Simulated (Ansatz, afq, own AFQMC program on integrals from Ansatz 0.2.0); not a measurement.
# GeHO, quartet → GeHO, sextet

```xyz
3

Ge    0.0000   -0.0375    0.3220
O     0.0000    0.0862   -1.5290
H     0.0000    1.3375    1.0643
```

Connectivity, by distances: GeH–O.

E(sextet, charge +0) − E(quartet, charge +0) at this geometry, on UHF and UHF determinants.

Basis cc-pVTZ. Noble-gas cores (and the filled d shells of Ga–Kr and In–Xe) are frozen. Ansatz 0.2.0 and our own AFQMC program on the same integrals; the CISD trial comes from CCSD amplitudes, and released means the phaseless constraint is let go. ± is one standard error of the sampling. No spin–orbit coupling. The errors of all members are added in quadrature.

No full CI on the walks' own integrals is used here; CCSDT(Q) serves as the reference and is uncertain by about the last step of the cluster series. Each member takes its own surest rung, up to full CI.

Errors are counted within cc-pVTZ, not against nature.

Cautions: inner d shell frozen; no relativity below Rb; no spin-orbit coupling; GeHO (quartet): lower spins were not checked, the released energies have errors that jump between times, so the bars are unsure, so no released level is given (meV from the phaseless value at times in 1/Eh: -10 ± 3 at 0.24, -16 ± 3 at 0.50, -37 ± 18 at 1.00, -26 ± 3 at 1.50), its ph-AFQMC/CISD value lies 33 ± 3 meV above CCSDT(Q); GeHO (sextet): another spin lies lower; the upper state may be diffuse, so the gap hangs on the basis.

```
level  vertical spin gap (eV)
   HF                   5.266
  MP2                   6.557
```

(1) From these cheaper values, estimate the vertical spin gap at the reference level in cc-pVTZ.

(1) 6.459 eV (CCSDT(Q) in cc-pVTZ).

| level | vertical spin gap (eV) | error against CCSDT(Q) (eV) |
| --- | --- | --- |
| CCSD | 6.373 | -0.086 |
| CCSD(T) | 6.453 | -0.006 |
| CCSDT | 6.450 | -0.008 |
| ph-AFQMC/CISD | 6.438 ± 0.006 | -0.021 ± 0.006 |

Correlation beyond CCSD(T) adds 0.006 eV. The perturbative (T) step is worth +0.080 eV.

A walk keeps the symmetry of its determinant, which the program's search chose and which needn't be the lowest solution, so a lower state of the same spin and another symmetry isn't excluded.
